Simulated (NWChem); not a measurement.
**Lowest excitation of sulfur dioxide (O2S)**

```
S
O 1 1.4543
O 1 1.4543 2 118.58
```
Charge 0, spin multiplicity 1.

All runs are NWChem calculations. Structure: optimised with PBE0/def2-SVP, a minimum by its harmonic frequencies.

Basis set: def2-SVPD.

```csv
method,lowest vertical singlet excitation energy (eV),relative cost,difference from EOM-CCSD
CIS,4.46,1,+0.26
TD-PBE,3.88,under 3,-0.31
TDA-BHandHLYP,4.15,under 3,-0.05
TD-B3LYP,3.91,under 3,-0.29
EOM-CCSD,4.20,6,0.00
```

The values span 0.57 eV, from TD-PBE (lowest) to CIS (highest). Relative cost: rough, from shared machines, SCF included, CIS = 1.

The correlated methods keep 7 core orbitals frozen. B3LYP has NWChem's definition, with VWN1-RPA local correlation. Differences from the coupled-cluster row are differences between methods, not errors against experiment.
